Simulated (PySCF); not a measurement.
tert-butylazomethine, C5H11N.
Atom-mapped SMILES: `[CH2:1]=[N:2][C:3]([CH3:4])([CH3:5])[CH3:6]` (hydrogens: H7, H8 on C1; H9, H10, H11 on C4; H12, H13, H14 on C5; H15, H16, H17 on C6)

Structure used (PBE0-D3(BJ)/def2-SVP), in Å, numbered top down from 1:
```xyz
17
C5H11N angstrom
C      2.1098   -0.3183   -0.6332
N      1.3334    0.4032    0.0502
C     -0.1019    0.1406    0.1243
C     -0.7846    1.4120   -0.3881
C     -0.5960   -1.0702   -0.6668
C     -0.4141   -0.0473    1.6120
H      3.1829   -0.0743   -0.6484
H      1.7991   -1.1942   -1.2328
H     -0.4128    2.2889    0.1608
H     -1.8756    1.3473   -0.2581
H     -0.5706    1.5635   -1.4574
H     -0.3864   -0.9691   -1.7435
H     -0.1366   -2.0060   -0.3112
H     -1.6852   -1.1706   -0.5514
H     -1.4980   -0.1530    1.7723
H     -0.0518    0.8165    2.1875
H      0.0837   -0.9487    2.0013
```

Method used: core-valence-separated Tamm–Dancoff BHandHLYP/aug-pcX-1 (pcseg-1 on H) in PySCF, non-relativistic, gas phase, PBE0-D3(BJ)/def2-SVP geometry. BHandHLYP without relativity tends to put these K edges a few eV too low, so spacings mean more than positions.

The lowest roots of each edge with f over 0.003 (five at most, numbered afresh; weaker and dark ones are left out), with transition dipoles (au) in the frame of the coordinates:

```csv
root,edge,E (eV),f,μx,μy,μz
1,C,282.85,0.0643,-0.0141,0.0572,-0.0762
2,C,285.35,0.0140,0.0162,0.0141,-0.0392
3,C,285.35,0.0135,-0.0282,0.0285,-0.0181
4,C,285.36,0.0092,0.0149,0.0280,0.0177
5,C,285.66,0.0115,0.0001,-0.0255,0.0315
6,N,395.96,0.0631,0.0120,-0.0478,0.0639
7,N,401.09,0.0037,0.0088,0.0147,0.0094
8,N,401.57,0.0034,-0.0174,-0.0066,-0.0016
9,N,402.20,0.0102,-0.0313,-0.0075,0.0002
```

Q: Molecules are fixed in this frame and the field points along z. What effective strengths 3 f cos²θ do the roots have (θ between field and μ)?

A: root 1 (C1): 0.121, root 2 (C4/C5/C6): 0.032, root 3 (C4/C5/C6): 0.007, root 4 (C4/C5/C6): 0.007, root 5 (C4/C6): 0.021, root 6 (N2): 0.119, root 7 (N2): 0.003, root 8 (N2): 0.000, root 9 (N2): 0.000. Averaged over all orientations cos²θ is 1/3, which gives f back. For degenerate partners only the sum has meaning, as the program may mix them freely.

On an Arm Neoverse N1 with one thread, no GPU, shared host with 32 logical CPUs at a one-minute load of 25, this took 40 s of wall time and 0.90 GiB of memory at its peak.
